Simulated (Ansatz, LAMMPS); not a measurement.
# Ladder of methods for the TA phonon frequency at X of zinc-blende InP

Reference value: 68 cm⁻¹ (measured, temperature not stated, no zero-point or thermal correction; as tabulated in Ioffe Institute, NSM Archive: InP, mechanic properties page).

```csv
level (code),value (cm⁻¹),cell (Å³/atom)
Vashishta InP.vashishta (LAMMPS),108,25.26
SNAP InP_JCPA2020.snap (LAMMPS),83,24.76
LDA (Ansatz),66,24.73
PBE (Ansatz),66,26.45
PBE-D3(BJ) (Ansatz),(withheld),25.59
r²SCAN+rVV10 (Ansatz),(withheld),25.49
B3LYP (VWN-RPA form) (Ansatz),74,26.80
HSE06 (Ansatz),72,25.69
LC-ωPBE (Ansatz),(withheld),24.44
PBE0 (Ansatz),72,25.61
r²SCAN0 (Ansatz),74,25.32
Hartree–Fock (Ansatz),(withheld),26.72
```

Problem. Fill in the missing entries.

Solution. 
- PBE-D3(BJ) (Ansatz, an electronic-structure program), value (cm⁻¹): 63
- r²SCAN+rVV10 (Ansatz), value (cm⁻¹): 67
- LC-ωPBE (Ansatz), value (cm⁻¹): 80
- Hartree–Fock (Ansatz), value (cm⁻¹): 87

Differences against the reference: Vashishta InP.vashishta +59 %, SNAP InP_JCPA2020.snap +22 %, LDA -2.9 %, PBE -2.9 %, PBE-D3(BJ) -7.4 %, r²SCAN+rVV10 -1.5 %, B3LYP (VWN-RPA form) +8.8 %, HSE06 +5.9 %, LC-ωPBE +17.6 %, PBE0 +5.9 %, r²SCAN0 +8.8 %, Hartree–Fock +28 %.

Once the reference is moved by up to 3.0 % (a margin picked here for doubts on the reference and the settings, and for temperature and zero-point motion) and values within 1.0 % count as equal, the nearest can be r²SCAN+rVV10 (-1.5 %), LDA (-2.9 %), PBE (-2.9 %), HSE06 (+5.9 %) or PBE0 (+5.9 %). Farthest off among them: Vashishta InP.vashishta (+59 %).

The measured value isn't corrected to a static lattice, so vibrations enter the comparison.  PBE-D3(BJ): the dispersion coefficients are held fixed in the derivatives. Each level is taken at its own relaxed cell. Cutoffs and k meshes differ between the levels. Ansatz's density-functional and Hartree–Fock values are scalar-relativistic unless marked +SOC, with PAW data made under PBE.

Empirical potentials (Vashishta InP.vashishta) are fitted to chosen data: where that held the value shown, agreement is built in, and what lay outside the fit can be far off. Machine-learned potentials (SNAP InP_JCPA2020.snap) are trained on DFT data: a solid inside that data is no test of them.

Differences are worked out from the printed values.
